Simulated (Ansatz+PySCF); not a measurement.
Values are calculated unless marked as measured or tabulated.
## PySCF 2.14.0 run

```python
from pyscf import gto, dft

mol = gto.M(atom="""
C 0.000000 0.000000 -0.155690
H 0.000000 0.000000 0.934130
""", basis='6-31g', charge=1, spin=0)
mf = dft.UKS(mol, xc='pbe0')
mf.kernel()
print(mf.converged, mf.e_tot, mf.spin_square()[0])
```

The script is written out from the run's settings.

Results

* Converged: yes
* Total energy: -38.01158 hartree
* Spin squared of the determinant: 0.000

This is not the lowest solution: another run reaches a determinant 0.12 eV lower.
